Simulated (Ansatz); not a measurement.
**Molybdenum, bcc: convergence with Gaussian smearing**

Computed with Ansatz, PBE, scalar-relativistic PAW, on the relaxed cell (a = 3.163 Å; spin not included). Errors count from a run at 420 eV on a Γ-centred 23×23×23 mesh with Fermi-Dirac smearing of 0.1 eV, extrapolated to zero width. Fixed here: cutoff 420 eV, mesh 14×14×14. The SCF starts from atomic densities corrected by a trained network.

```json
{"width (eV)": "0.01", "E(σ→0) error (meV/atom)": "15.6", "F error (meV/atom)": "15.5", "P (GPa)": "0.21", "SCF iterations": "6"}
{"width (eV)": "0.03", "E(σ→0) error (meV/atom)": "15.6", "F error (meV/atom)": "15.3", "P (GPa)": "0.21", "SCF iterations": "6"}
{"width (eV)": "0.1", "E(σ→0) error (meV/atom)": "15.4", "F error (meV/atom)": "12.3", "P (GPa)": "0.13", "SCF iterations": "6"}
{"width (eV)": "0.2", "E(σ→0) error (meV/atom)": "13.9", "F error (meV/atom)": "4.2", "P (GPa)": "0.03", "SCF iterations": "6"}
{"width (eV)": "0.3", "E(σ→0) error (meV/atom)": "11.5", "F error (meV/atom)": "-6.7", "P (GPa)": "-0.06", "SCF iterations": "6"}
{"width (eV)": "0.6", "E(σ→0) error (meV/atom)": "7.5", "F error (meV/atom)": "-56.3", "P (GPa)": "0.04", "SCF iterations": "6"}
```

Q: What does the run at 1.0 give (width)?

A: E(σ→0) error (meV/atom): 20.6; F error (meV/atom): -174.1; P (GPa): 1.28; SCF iterations: 6.
